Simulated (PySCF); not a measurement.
MCl cations for M along the third period

MP2 with double-zeta basis sets in PySCF, for the lowest determinant that a PBE0 search found; no spin–orbit coupling. De refers to high-spin ground-configuration atoms (the charge goes to the atom of lower measured ionisation energy or higher electron affinity, which is not always the lowest computed limit).

```
 M          basis  reference, frozen orbitals  charged atom  state (unpaired electrons)  Re (Å)  ωe (cm⁻¹)  De (eV)
Na       def2-SVP                      UHF, 6           Na+               doublet (π ↑)   2.848        153     0.41
Mg        pcseg-1                      RHF, 6           Mg+      singlet (closed shell)   2.177        505     2.37
Al       def2-SVP                     UHF, 10           Al+               doublet (σ ↑)   2.026        635     1.93
Si       def2-SVP                     RHF, 10           Si+      singlet (closed shell)   1.965        696     4.84
Cl  jorge-DZP-DKH                     UHF, 10           Cl+               doublet (π ↑)   1.944        610     3.15
```

The shortest bond is that of Cl₂⁺ (1.944 Å), the longest that of NaCl⁺ (2.848 Å). SiCl⁺ is bound most strongly (4.84 eV) and NaCl⁺ least (0.41 eV).

The rows differ in basis set, which adds steps of its own.

The state changes along the series, so neighbouring rows are not always alike in their bonding.

Correlated steps freeze the inner cores (6 to 10 orbitals); shallow outer-core shells are correlated. Weak bonds: NaCl⁺. Basis-set superposition, not corrected here, can be much of De in a small basis, most of all at correlated wavefunction levels. For an ion De counts to the pair picked by the measured ionisation energies or electron affinities, which need not be the lowest pair at this level. Where the molecule has an RHF reference, its open-shell atoms are computed with UHF. States were picked by a PBE0 search and need not be the measured ground states.
